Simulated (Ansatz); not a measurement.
**C5H8O: basis-set convergence**

Aim: see how fast density functionals converge with the basis set for C5H8O.

Computed with Ansatz 0.2.0, Gaussian basis. Level: one geometry, several basis sets.

Levels to be run: PBE0-D4/def2-SVP; ωB97M-V/def2-SVP; PBE0-D4/def2-QZVPP; ωB97M-V/def2-QZVPP; the functionals' def2-TZVPP values are taken from earlier runs.

## (1) The geometry

The geometry comes from an earlier relaxation with PBE0-D4 in a triple-zeta def2 set; it is a stationary point, not always the lowest conformer.

SMILES `C=C(C=O)CC`, 14 atoms, charge 0, spin multiplicity 1.

Atoms are counted from 1 here; the program's logs count them from 0.

Bond lengths: C1–C2 1.333 Å, C1–H7 1.084 Å, C1–H8 1.086 Å, C2–C3 1.476 Å, C2–C5 1.495 Å, C3–O4 1.204 Å, C3–H9 1.111 Å, C5–C6 1.526 Å, C5–H10 1.094 Å, C5–H11 1.093 Å, C6–H12 1.093 Å, C6–H13 1.091 Å, C6–H14 1.092 Å. Angles: C2–C1–H7 122.2°, C2–C1–H8 120.7°, H7–C1–H8 117.1°, C1–C2–C3 116.9°, C1–C2–C5 125.0°, C3–C2–C5 118.1°, C2–C3–O4 124.5°, C2–C3–H9 114.5°, O4–C3–H9 121.0°, C2–C5–C6 112.4°, C2–C5–H10 108.4°, C2–C5–H11 109.2°, C6–C5–H10 108.9°, C6–C5–H11 110.1°, H10–C5–H11 107.6°, C5–C6–H12 110.9°, C5–C6–H13 110.8°, C5–C6–H14 110.5° and more.

## (2) PBE0-D4 in def2-SVP

in.yaml reads:

```yaml
crystal:
  periodic: [false, false, false]
  atoms:
    - {symbol: C, position_ang: [0.032322, 0.495197, 1.821924]}
    - {symbol: C, position_ang: [0.247853, -0.141318, 0.670482]}
    - {symbol: C, position_ang: [1.637519, -0.547391, 0.381395]}
    - {symbol: O, position_ang: [1.978430, -1.164048, -0.595497]}
    - {symbol: C, position_ang: [-0.805057, -0.468077, -0.339155]}
    - {symbol: C, position_ang: [-0.737773, 0.439742, -1.563952]}
    - {symbol: H, position_ang: [-0.957287, 0.816178, 2.127702]}
    - {symbol: H, position_ang: [0.853592, 0.710812, 2.498589]}
    - {symbol: H, position_ang: [2.376526, -0.246501, 1.155008]}
    - {symbol: H, position_ang: [-0.668427, -1.505612, -0.658067]}
    - {symbol: H, position_ang: [-1.789349, -0.394102, 0.130195]}
    - {symbol: H, position_ang: [-0.890813, 1.484766, -1.284451]}
    - {symbol: H, position_ang: [0.231397, 0.354643, -2.057362]}
    - {symbol: H, position_ang: [-1.508933, 0.165711, -2.286811]}
basis:
  gaussian: {orbitals: def2-SVP}
hamiltonian: {xc: pbe0, dispersion: d4}
output: {orbitals: {seedname: orbitals}}
```

On the command line:

```console
ansatz run in.yaml --threads 4 --pin off --events-out ev --progress --plain --max-ram 10444MiB
```

The runs that follow: ωB97M-V in def2-SVP; PBE0-D4 in def2-QZVPP; ωB97M-V in def2-QZVPP.

**Question.** What will the summary of the whole plan be? Wanted: PBE0-D4: double and triple zeta above quadruple; ωB97M-V: double and triple zeta above quadruple.

As calculated:

| quantity | value |
| --- | --- |
| PBE0-D4: double and triple zeta above quadruple | 8.57, 0.40 eV |
| ωB97M-V: double and triple zeta above quadruple | 8.94, 0.39 eV |

**Reading.** PBE0-D4 gains 8.16 eV from double to triple zeta, then 0.40 eV more. Total energies overstate the basis error of differences, where much of it tends to cancel.
